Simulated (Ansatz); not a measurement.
From input file to script: CH₃AlCl, SMILES [CH3][Al][Cl] in Ansatz 0.2.0.

```yaml
crystal:
  periodic: [false, false, false]
  atoms:
    - { symbol: C, position_ang: [-0.4355, 0.4272, -0.2842] }
    - { symbol: Al, position_ang: [0.1216, -1.3437, 0.2578] }
    - { symbol: Cl, position_ang: [2.0702, -1.5925, 1.199] }
    - { symbol: H, position_ang: [0.3731, 1.2277, -0.0488] }
    - { symbol: H, position_ang: [-1.4198, 0.7195, 0.2213] }
    - { symbol: H, position_ang: [-0.6674, 0.4977, -1.3914] }
basis:
  gaussian: { orbitals: def2-SVPD }
hamiltonian:
  xc: pbe
magnetization:
  spin_polarized: true
  initial_magnetization: 1.0
output:
  forces: true
```

On the command line:
```console
$ ansatz run input.yaml --threads 1 --pin off --max-ram 4096MiB --backend cpu --events-out ev --progress --plain --runs-dir out
Engine: ansatz 0.2.0, aarch64-unknown-linux-gnu
Functional definition: PBE
  parameter kappa = 0.804
  parameter beta = 0.06672455060314922
  exchange = pbe_x(kappa = kappa, mu = beta*pi^2/3)
  correlation = pbe_c(beta = beta)
866 factors; their error is unknown
mean field evaluation 1: about -20181.1796 eV, gradient 4.0e1 eV
mean field evaluation 2: about -20160.0284 eV, gradient 6.3e1 eV
mean field evaluation 4: about -20189.2628 eV, gradient 5.4e0 eV
mean field evaluation 8: about -20189.3875 eV, gradient 1.0e-1 eV
mean field evaluation 16: about -20189.3876 eV, gradient 7.2e-6 eV
mean field -20189.38759472 eV, -741.9463092477 hartree, gradient 7.2e-6 eV, S^2 0.751589; 0 other end points of the search recorded, 0 dependent functions left out
the calculation of the forces begins
reference -20189.38763951 eV, -741.9463108937 hartree; 20, 19 occupied and 75, 76 virtual orbitals, 866 factors
Total energy: -20189.38763951 eV, -741.9463108937 hartree
Atom 0 at    -0.435500     0.427200    -0.284200 Å, force    -0.237940     1.855205    -0.251603 eV/Å
Atom 1 at     0.121600    -1.343700     0.257800 Å, force     0.303046    -0.605133     0.214925 eV/Å
Atom 2 at     2.070200    -1.592500     1.199000 Å, force    -0.161427     0.047574    -0.082012 eV/Å
Atom 3 at     0.373100     1.227700    -0.048800 Å, force    -1.047383    -0.959728    -0.216135 eV/Å
Atom 4 at    -1.419800     0.719500     0.221300 Å, force     0.907993    -0.197435    -0.285026 eV/Å
Atom 5 at    -0.667400     0.497700    -1.391400 Å, force     0.235712    -0.140483     0.619851 eV/Å
Dipole moment:    -0.407257     0.182493    -0.219766 e Å
```

The script, `ch3alcl_energy.py`:
```python
import argparse

import ansatz as az
import numpy as np

parser = argparse.ArgumentParser(description='Single point of CH3AlCl.')
parser.add_argument('--basis-set', required=True, help='Gaussian basis set')
parser.add_argument('--xc', required=True, help='exchange-correlation functional')
args = parser.parse_args()

GEOMETRY = '''
C    -0.43550    0.42720   -0.28420
Al    0.12160   -1.34370    0.25780
Cl    2.07020   -1.59250    1.19900
H     0.37310    1.22770   -0.04880
H    -1.41980    0.71950    0.22130
H    -0.66740    0.49770   -1.39140
'''

ch3alcl = az.Crystal.molecule()
for line in GEOMETRY.strip().splitlines():
    symbol, *xyz = line.split()
    ch3alcl = ch3alcl.atom(symbol, [float(v) for v in xyz])

calc = (
    ch3alcl.calculation()
    .basis(gaussian=args.basis_set)
    .functional(args.xc)
    .spin('collinear', total=1)
    .forces()
)
rep = calc.session().plan(threads=1).execute().report

for key in ('converged', 'free_energy_ev', 'reference_energy_ev', 'n_frozen', 'n_occupied', 'n_virtual'):
    print(f'{key:22s} {rep[key]}')

state = rep['mean_field']['state']
print(f'mean field: {state["energy"]["hartree"]:.7f} Ha, <S^2> = {abs(state["spin_squared"]):.4f}, stability: {state.get("stability", {}).get("kind")}')

symbols = [site.symbol for site in ch3alcl.cartesian_sites]
forces = np.array(rep['forces_ev_ang'])
print('largest force', round(float(np.linalg.norm(forces, axis=1).max()), 4), 'eV/A, rms', round(float(np.sqrt((forces ** 2).mean())), 4))

charges = rep['charge_distribution']
print('dipole moment', round(4.803205 * float(np.linalg.norm(charges['dipole_moment_e_ang'])), 3), 'D')
print('Mulliken:', [(s, round(q, 3)) for s, q in zip(symbols, charges['mulliken_charges_e'])])
```

```console
$ python ch3alcl_energy.py --basis-set def2-SVPD --xc PBE
converged              True
free_energy_ev         -20189.387639513374
reference_energy_ev    -20189.387639513374
n_frozen               0
n_occupied             [20, 19]
n_virtual              [75, 76]
mean field: -741.9463109 Ha, <S^2> = 0.7516, stability: minimum
largest force 1.8872 eV/A, rms 0.6485
dipole moment 2.389 D
Mulliken: [('C', -0.313), ('Al', 0.769), ('Cl', -0.6), ('H', 0.065), ('H', 0.051), ('H', 0.027)]
```

Reading the output:
- Total energies depend on the basis set; only differences at equal settings carry meaning.
- The geometry is a force-field or estimated start, not a minimum of this method, and the basis set is short of its limit.
- The run takes the species as open-shell (spin multiplicity 2), which needn't be its ground state.
- The whole script took 3.9 s on 1 thread of Arm Neoverse V1 (shared host), peak memory 0.21 GiB.

(Lines on the test bed's own set-up are left out of the output.)
